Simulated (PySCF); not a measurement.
C5H9N.
SMILES with atom numbers: `[NH2:1][CH2:2][CH2:3][CH:4]1[CH:5]=[CH:6]1`

Structure used (GFN2-xTB), in Å, numbered top down from 1:
```xyz
15
C5H9N angstrom
N     -2.3424    0.1928   -0.9411
C     -1.3312   -0.1325    0.0534
C      0.0545   -0.1509   -0.5930
C      1.1254   -0.5582    0.3989
C      1.8243    0.4700    1.2400
C      2.5292   -0.0440    0.2770
H     -3.2646    0.2030   -0.5185
H     -2.1681    1.1174   -1.3223
H     -1.5626   -1.1286    0.4421
H     -1.3197    0.5668    0.9077
H      0.2826    0.8431   -0.9869
H      0.0310   -0.8487   -1.4330
H      0.9670   -1.5519    0.8146
H      1.7325    1.1396    2.0592
H      3.4375   -0.1099   -0.2691
```

NICS is the negative of the GIAO shielding at a point without a nucleus: at the ring centre (0) and 1 Å above and below it (1); zz is the component along the ring normal. Level: GIAO PBE0/pcSseg-1 (PySCF, non-relativistic, gas phase) on the GFN2-xTB geometry, one conformer.

Ring bond lengths (Å), with Mayer bond orders in brackets: C4–C5 1.501 (0.92), C5–C6 1.299 (1.75), C6–C4 1.500 (0.93).

Question: What do the NICS probes read (ppm)?

Answer: 
```csv
ring,type,NICS(0),"NICS(1), two faces","NICS(1)zz, two faces",rms pucker (Å),"centre to ring atoms, mean (Å)"
C4–C5–C6,"3-membered carbocycle; formal bonds 1 double, 2 single",-28.7,-6.5 / -7.3,-13.7 / -16.9,0.00,0.83
```

Question: What do they say, and how far can they be read as aromaticity?

Answer: 
- C4–C5–C6: mean NICS(1)zz -15.3 ppm, shielded. C4 has four or more neighbours, so the value isn't read as a sign of a π ring current. The two faces differ by 3.2 ppm, so no symmetry operation interchanges them. NICS(0) lies 22 ppm below the mean NICS(1).

Question: What are the shieldings of the ring atoms and their hydrogens in the same run (means over atoms taken as equivalent)?

Answer: 
```tsv
atoms	environment	σ isotropic (ppm)	principal values of the symmetric part, first atom (ppm)
C4	allylic carbon	169.5	123.3, 137.0, 248.0
C5 (×2)	alkene CH carbon	59.2	-85.3, 77.9, 185.8
H13	methine hydrogen	30.22	23.7, 28.0, 38.9
H14 (×2)	vinylic hydrogen	24.10	20.5, 25.6, 26.3
```

On Arm Neoverse N1, one thread, shared host, this took 38 s (grids of density and orbitals included). This is the whole shielding run at PBE0/pcSseg-1, SCF included.
